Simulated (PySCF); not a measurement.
Molecule: SMILES CC(F)(F)C#N, C$_{3}$H$_{3}$F$_{2}$N.

Atoms are numbered as in `[CH3:1][C:2]([F:3])([F:4])[C:5]#[N:6]`. Hydrogens are named by the atom that carries them.

Geometry PBE0-D3(BJ)/def2-SVP throughout; GIAO in PySCF 2.14, gas phase, one conformer, non-relativistic; equivalent atoms averaged; functional PBE0.

(1) How do the shifts δ (against TMS, CFCl3, NH3 at the same level) depend on the basis set? (ppm; last column core-seconds on shared hosts with different chips, so compare them loosely)

(2) Which nucleus moves most, in ppm?

(3) Taking the largest basis, pcSseg-2 (258 functions), as the yardstick, rank the others by their worst heavy-atom deviation.

## Answers

(1) 
```tsv
basis set	functions	C5	C2	C1	F3/F4	N6	H(C1)	core-s
STO-3G	33	88.7	83.6	19.7	-94.5	229.6	1.55	3.5
6-31G	60	114.2	110.0	26.4	-114.8	273.8	1.98	6.9
pcSseg-0	60	132.3	125.4	31.5	-110.3	325.5	2.42	3.6
6-31G*	90	106.5	105.8	25.0	-104.4	265.6	1.64	9.8
def2-SVP	99	110.8	109.1	24.5	-90.2	288.3	1.63	10
cc-pVDZ	99	111.3	109.5	25.8	-99.9	284.0	1.58	6.6
pcSseg-1	117	118.8	111.4	27.4	-104.4	312.1	1.83	7.7
aug-cc-pVDZ	165	112.8	107.6	25.2	-94.8	280.4	1.85	13
6-311+G(2d,p)	180	118.3	110.8	25.9	-100.9	297.4	1.78	24
def2-TZVP	204	118.6	114.2	26.6	-97.7	303.8	1.75	30
cc-pVTZ	222	116.9	112.7	26.3	-98.0	302.8	1.75	18
IGLO-III	240	121.0	115.2	27.1	-98.8	305.2	1.80	20
pcSseg-2	258	122.2	116.2	27.3	-98.9	309.3	1.77	23
```

(2) N6 (nitrile nitrogen): from 229.6 ppm with STO-3G to 325.5 ppm with pcSseg-0. The smallest spread is 0.87 ppm, at H(C1). Proton shifts span only some 12 ppm, so a few tenths of a ppm matter as much there as several ppm in carbon.

(3) IGLO-III 4.1 ppm (240 functions), def2-TZVP 5.5 ppm (204 functions), pcSseg-1 5.5 ppm (117 functions), cc-pVTZ 6.6 ppm (222 functions), 6-311+G(2d,p) 11.9 ppm (180 functions), pcSseg-0 16.2 ppm (60 functions), def2-SVP 21.0 ppm (99 functions), cc-pVDZ 25.3 ppm (99 functions), aug-cc-pVDZ 29.0 ppm (165 functions), 6-31G 35.5 ppm (60 functions), 6-31G* 43.8 ppm (90 functions), STO-3G 79.8 ppm (33 functions).

A small basis that lands close on one nucleus may do so by chance; judge by the trend and by all nuclei.
